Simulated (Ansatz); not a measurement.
**MgNH (triplet): wave-function methods side by side at scale of all distances = 1.313, 6-31G**

How much of the correlation energy of MgNH (triplet) does each wave-function method recover here?

Method: 6-31G, core rule «outside noble gas», up to 6 orbitals frozen; program: Ansatz 0.2.0, Gaussian basis.

The runs, in order: UHF; CCSD(T) on ROHF; CCSD(T) on UHF; BCCD(T) on ROHF; CISD as a restricted active space (open shells left free, so some higher excitations enter); CCSDT(Q) on ROHF; CCSDT(Q) on UHF; CISDTQ; CCSDTQ on ROHF; CCSDTQ on UHF; CASSCF and MRCISD+Q, 4 electrons in 4 orbitals; CASSCF and NEVPT2, 4 electrons in 4 orbitals; Full CI.

22 further runs of the same task are left out: 8 for a known fault of the program, 10 that didn't finish, 4 set aside as unsound or not needed. Runs told in other sessions of the task aren't counted.

### 1 The system

The geometry derives from a PBE0/def2-TZVP stationary point (not a proven minimum). All distances are scaled together.

3 atoms, charge 0, spin multiplicity 3.

Atoms are counted from 1 here; the program's logs count them from 0.

Bond lengths: N1–Mg2 2.471 Å.

### 2 UHF

in.yaml

```yaml
crystal:
  periodic: [false, false, false]
  atoms:
    - {symbol: N, position_ang: [0.000000, 0.000000, 0.381076]}
    - {symbol: Mg, position_ang: [0.000000, 0.000000, -2.089596]}
    - {symbol: H, position_ang: [0.000000, 0.000000, 1.708519]}
basis:
  gaussian: {orbitals: 6-31G}
magnetization: {spin_polarized: true, initial_magnetization: 2}
hamiltonian: {xc: hf}
output: {orbitals: {seedname: orbitals}}
```

The run is started by

```bash
$ ansatz run in.yaml --threads 1 --pin off --events-out ev --progress --plain --max-ram 2393MiB
```

Further steps of the session: CCSD(T) on ROHF; CCSD(T) on UHF; BCCD(T) on ROHF; CISD as a restricted active space (open shells left free, so some higher excitations enter); CCSDT(Q) on ROHF; CCSDT(Q) on UHF; CISDTQ; CCSDTQ on ROHF; CCSDTQ on UHF; CASSCF and MRCISD+Q, 4 electrons in 4 orbitals; CASSCF and NEVPT2, 4 electrons in 4 orbitals; Full CI.

Q: Predict the results of all the runs planned. Wanted: FCI from the RHF energy; RMP2 from FCI; UMP2 from FCI; RCCSD from FCI; RCCSD(T) from FCI; UCCSD(T) from FCI; RCCSDT(Q) from FCI; UCCSDT(Q) from FCI; NEVPT2 pair from FCI.

The runs gave:

| quantity | value |
| --- | --- |
| FCI from the ROHF energy | -3.3408 eV |
| RMP2 from FCI | +950.8 meV |
| UMP2 from FCI | +963.2 meV |
| RCCSD from FCI | +62.1 meV |
| RCCSD(T) from FCI | +18.5 meV |
| UCCSD(T) from FCI | +18.3 meV |
| RCCSDT(Q) from FCI | +1.0 meV |
| UCCSDT(Q) from FCI | +0.3 meV |
| NEVPT2 pair from FCI | +708.9 meV |
| MRCISD+Q pair from FCI | -34.7 meV |
| levels within 1 kcal/mol (43 meV) | RCCSD(T), UCCSD(T), BCCD(T), RCCSDT, UCCSDT, CISDTQ, RCCSDT(Q), UCCSDT(Q), RCCSDTQ, UCCSDTQ, MRCISD+Q pair |
| T1 diagnostic | 0.028 |
| effectively unpaired electrons | 2.16 |

**Reading.** RCCSD(T) lands +18.5 meV from the yardstick (0.6 % of the correlation energy). MRCISD+Q pair falls below full CI: the +Q correction isn't variational, and the cores differ from full CI's. One determinant dominates. Of the multireference levels listed MRCISD+Q pair comes nearest in total energy (-34.7 meV), which doesn't show that its space is the better one. These misses are within one basis, not against nature; the frozen cores of restricted and unrestricted runs differ, which can shift their rows.

Levels on UHF freeze UHF's core orbitals, full CI those of ROHF, so the U rows can settle a little off it for that reason alone.

With open shells the CI space here admits some higher excitations, so it is larger than plain CISD.
